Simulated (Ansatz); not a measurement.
Frontier orbitals of C$_{2}$H$_{2}$F$_{2}$O, SMILES `OC=C(F)F`.

```xyz
7

O    -0.5376    0.3613    1.3255
C    -0.1576    0.4037    0.0183
C     0.5526   -0.5736   -0.5180
F     0.9082   -1.6785    0.0920
F     1.0269   -0.5321   -1.7464
H    -1.4163    0.7394    1.4093
H    -0.3761    1.2798   -0.5807
```

Charge 0, multiplicity 1. The geometry is a stationary point of PBE0-D4/def2-TZVP. It is one conformer, not always the lowest. Basis def2-TZVPP, Ansatz 0.2.0.

Orbital energies of one run (eV). Highest occupied ones, from the top: -9.19, -12.62, -14.38, -14.80, -15.21, -15.37, -17.43, -17.67, -18.20, -19.31, -20.78, -24.75, -32.67, -37.06. Empty: 2.63, 3.36, 4.31, 4.90, 5.71, 7.71.

Q: Which functional gave them?
A. r2SCANh
B. ωB97X-V
C. revPBE
D. LDA (SPW92)

A: B. HOMO energies: ωB97X-V -9.19, LDA (SPW92) -5.67, r2SCANh -6.21, revPBE -5.37 eV.
